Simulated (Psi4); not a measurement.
Process, species as SMILES: S (H2S) → [SH-] + H+
B3LYP-D3(BJ)/def2-TZVP geometries, fixed; electronic energies without zero-point terms.

The deprotonation energy at MP2 with Psi4, in kcal/mol, split into its Hartree-Fock and correlation parts. Density fitting with the program's default auxiliary sets. Cores are frozen. No added dispersion term, no relativity. Functions are those of the species that has most. These sets lack the diffuse functions that anions need.

| basis | X | functions | Hartree-Fock | MP2 |
|---|---|---|---|---|
| cc-pV(D+d)Z | 2 | 33 | 369.74 | 374.22 |
| cc-pV(T+d)Z | 3 | 67 | 363.67 | 363.64 |
| cc-pV(Q+d)Z | 4 | 124 | 360.62 | 358.40 |
| cc-pV(5+d)Z | 5 | 210 | 359.44 | 356.36 |

Worked estimate of the basis-set limit from each neighbouring pair, with Hartree-Fock from the larger set and the correlation part extrapolated as X^-3.
Correlation parts: X = 2: 4.48, X = 3: -0.03, X = 4: -2.22, X = 5: -3.08.
- (2,3): (27·(-0.03) - 8·(4.48))/19 = -1.93; with Hartree-Fock 363.67 the estimate is 361.74 kcal/mol.
- (3,4): (64·(-2.22) - 27·(-0.03))/37 = -3.82; with Hartree-Fock 360.62 the estimate is 356.80 kcal/mol.
- (4,5): (125·(-3.08) - 64·(-2.22))/61 = -3.98; with Hartree-Fock 359.44 the estimate is 355.46 kcal/mol.
The last two estimates differ by 1.34 kcal/mol; the largest set lies 0.90 from the last. Over the last step Hartree-Fock moves by -1.18 and the correlation part by -0.86.
